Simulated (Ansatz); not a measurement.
Born–Oppenheimer molecular dynamics of Cl2 + H2 (4 atoms, charge 0, multiplicity 1). It goes on from the last frame of an earlier run, with new velocities.

Level of theory: UKS PBE/def2-SVP in Ansatz.

| Property | Result |
| --- | --- |
| ensemble | NVT, Langevin thermostat |
| time step | 1 fs |
| steps asked | 250 |
| set temperature | 300 K |
| friction | 0.01 /fs |
| seed | 549188 |

Frames 2 fs apart, positions in Å.

Velocities at 120.0 fs (Å/ps):

```
H -1.52 33.80 -32.26
H 17.64 2.50 49.67
Cl 1.17 1.11 1.66
Cl 2.39 0.38 -3.07
```

```xyz
4
Properties=species:S:1:pos:R:3 time_fs=120.0 energy_less_start_eV=-0.001 T=575
H 1.157 5.237 -0.937
H 0.623 5.591 -1.300
Cl -0.684 0.235 2.668
Cl 0.924 -0.111 1.411
4
Properties=species:S:1:pos:R:3 time_fs=122.0 energy_less_start_eV=0.060 T=478
H 1.192 5.283 -0.979
H 0.621 5.619 -1.220
Cl -0.682 0.236 2.672
Cl 0.929 -0.111 1.406
4
Properties=species:S:1:pos:R:3 time_fs=124.0 energy_less_start_eV=0.105 T=374
H 1.294 5.290 -0.989
H 0.553 5.683 -1.181
Cl -0.679 0.236 2.675
Cl 0.933 -0.112 1.401
4
Properties=species:S:1:pos:R:3 time_fs=126.0 energy_less_start_eV=0.119 T=305
H 1.321 5.328 -1.014
H 0.551 5.705 -1.129
Cl -0.675 0.236 2.678
Cl 0.936 -0.114 1.397
4
Properties=species:S:1:pos:R:3 time_fs=128.0 energy_less_start_eV=0.045 T=445
H 1.272 5.399 -1.047
H 0.621 5.691 -1.064
Cl -0.670 0.235 2.680
Cl 0.938 -0.115 1.393
4
Properties=species:S:1:pos:R:3 time_fs=130.0 energy_less_start_eV=0.028 T=429
H 1.291 5.427 -1.085
H 0.629 5.702 -0.996
Cl -0.666 0.234 2.682
Cl 0.938 -0.117 1.388
4
Properties=species:S:1:pos:R:3 time_fs=132.0 energy_less_start_eV=0.149 T=268
H 1.376 5.429 -1.120
H 0.576 5.726 -0.921
Cl -0.661 0.233 2.683
Cl 0.939 -0.118 1.383
4
Properties=species:S:1:pos:R:3 time_fs=134.0 energy_less_start_eV=0.090 T=363
H 1.376 5.468 -1.138
H 0.604 5.709 -0.868
Cl -0.656 0.232 2.685
Cl 0.939 -0.120 1.380
4
Properties=species:S:1:pos:R:3 time_fs=136.0 energy_less_start_eV=0.096 T=409
H 1.312 5.529 -1.139
H 0.703 5.670 -0.836
Cl -0.651 0.231 2.687
Cl 0.937 -0.122 1.377
4
Properties=species:S:1:pos:R:3 time_fs=138.0 energy_less_start_eV=-0.004 T=528
H 1.333 5.567 -1.178
H 0.721 5.654 -0.763
Cl -0.643 0.231 2.690
Cl 0.935 -0.126 1.374
4
Properties=species:S:1:pos:R:3 time_fs=140.0 energy_less_start_eV=0.144 T=246
H 1.383 5.600 -1.231
H 0.706 5.645 -0.676
Cl -0.635 0.233 2.693
Cl 0.933 -0.129 1.372
4
Properties=species:S:1:pos:R:3 time_fs=142.0 energy_less_start_eV=0.058 T=398
H 1.368 5.646 -1.226
H 0.761 5.626 -0.648
Cl -0.628 0.235 2.697
Cl 0.932 -0.132 1.370
```

Of the whole run (250 fs, mean temperature of the second half 398 K): The mean temperature of the second half is 33 % above the set value. A run of 0.25 ps of so small a system gives no equilibrium averages.

Time of the run: 3.5 min on 1 thread of Arm Neoverse V1, on a shared host, peak memory 0.094 GiB.
